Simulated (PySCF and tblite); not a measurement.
Values are calculated unless marked as measured or tabulated.
C₃H₇Cl, numbered as in [CH3:1][CH2:2][CH2:3][Cl:4].

Conformers came from 90 starts (ETKDG and KDG, MMFF94s, GFN2-xTB); geometries are PBE0-D3(BJ)/def2-SVP. Weights use PBE0-D3(BJ)/def2-TZVP energies plus GFN2-xTB zero-point and thermal terms (modes under about 100 cm⁻¹ blended into free rotors). Symmetry numbers and mirror images are counted. Conformers within 4 kcal/mol (GFN2-xTB free energy) were kept, 5 at most. GIAO shieldings: PBE0/pcSseg-1. Shifts are against TMS (¹H), TMS (¹³C) at the same level. (PySCF 2.14, tblite 0.8.)

**Question.** List the conformer-averaged shifts at 298.15 K.

**Answer.** ¹H: 3.32 (H3, 2H), 1.52 (H2, 2H), 1.04 (H1, 3H) ppm. ¹³C: 52.0 (C3), 29.0 (C2), 12.9 (C1) ppm.

**Question.** How do the conformers differ?

**Answer.** Torsions listed: C1–C2–C3–Cl4. Of a mirror pair one member is shown.
```tsv
conformer	shape	weight %
1	-63°	71.0
2	180°	29.0
```

```
signal     1     2  average
    H1  1.08  0.94     1.04
    H2  1.51  1.56     1.52
    H3  3.40  3.14     3.32
    C1  12.6  13.6     12.9
    C2  28.4  30.4     29.0
    C3  52.5  50.8     52.0
```

Shifts are unscaled: against experiment ¹³C can be off by 15 ppm or more and ¹H by 0.8 ppm.
